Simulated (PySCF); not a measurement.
Species: CH6NP.
Atom-mapped SMILES: `[CH3:1][N:2]=[PH3:3]` (hydrogens: H4, H5, H6 on C1; H7, H8, H9 on P3)

Geometry (PBE0-D3(BJ)/def2-SVP, Å), atoms numbered from 1 in this order:
```xyz
9
CH6NP angstrom
C     -1.534   -0.369   -0.040
N     -0.381    0.197   -0.678
P      1.071    0.162   -0.120
H     -1.477   -1.468    0.108
H     -2.422   -0.188   -0.668
H     -1.762    0.071    0.954
H      1.773   -1.080    0.105
H      1.951    0.816   -1.009
H      1.422    0.789    1.133
```

Jobs on this species (9 atoms, 34 electrons) with PySCF (density fitting). Hardware of each: one thread of an x86-64 server, no GPU, on a shared host. Times come from a shared host and carry two figures at best.

```tsv
level and settings	work	basis functions	SCF cycles	wall time
PBE0/cc-pVTZ	shieldings, charges and field gradients	178	?	?
PBE0/IGLO-III	shieldings, charges and field gradients	174	?	?
PBE0/pcSseg-0	shieldings, charges and field gradients	43	12	1.8 s
PBE0/cc-pVDZ	shieldings, charges and field gradients	76	12	3.0 s
PBE0/aug-cc-pVDZ	shieldings, charges and field gradients	127	12	5.2 s
PBE0-D3(BJ)/def2-SVP, grid level 1	geometry optimisation from a GFN2-xTB start	76	31	5.3 s
```

Q: Fill in the missing figures.

A: 
- PBE0/cc-pVTZ; shieldings, charges and field gradients: 8.0 s, 13 SCF cycles
- PBE0/IGLO-III; shieldings, charges and field gradients: 7.4 s, 13 SCF cycles

Q: What do all jobs in the table cost together?

A: About 31 s; the longest takes about 26 % of that, and about 4.4 times as long as the shortest.
